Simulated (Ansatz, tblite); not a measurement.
Forces on Li₃H₃⁻ at its PBE-D4/def2-TZVPD geometry. Total charge -1; doublet.

The xTB rows come from tblite. HSE06 is defined as in plane-wave codes, on full-range PBE exchange. At HSE06-D4/def2-TZVPD the highest occupied level of the charge -1 doublet lies above zero (up to 1.09 eV). Energy differences put its binding near zero (0.08 eV; vertical, to the charge 0 singlet, at CCSD(T)/def2-TZVPPD), which leaves it undecided. The structure comes from a short search, and lower isomers may exist.

GFN1-xTB (tblite), largest force 0.68 eV/Å:

```xyz
6
positions Å, forces eV/Å
Li    0.102   -1.689    0.524   -0.124    0.667   -0.092
Li    1.383    1.060    0.324   -0.593   -0.341   -0.019
Li   -0.811    0.342   -0.489    0.436   -0.181    0.290
H     0.982   -0.488   -0.421    0.287   -0.154   -0.260
H    -0.108    1.933   -0.082   -0.059   -0.114    0.049
H    -1.548   -1.158    0.144    0.053    0.123    0.031
```

GFN2-xTB (tblite), largest force 1.23 eV/Å:

```
Li 0.150 0.217 0.590
Li -0.037 -0.182 0.619
Li 0.062 -0.026 0.030
H 0.387 -0.264 -1.138
H -0.272 0.147 -0.051
H -0.289 0.108 -0.049
```

HSE06-D4/def2-TZVPD (Ansatz), largest force 0.05 eV/Å:

```
Li -0.010 0.045 -0.018
Li -0.042 -0.023 -0.014
Li 0.030 -0.012 0.018
H -0.006 0.002 0.009
H 0.018 0.004 0.002
H 0.010 -0.016 0.003
```
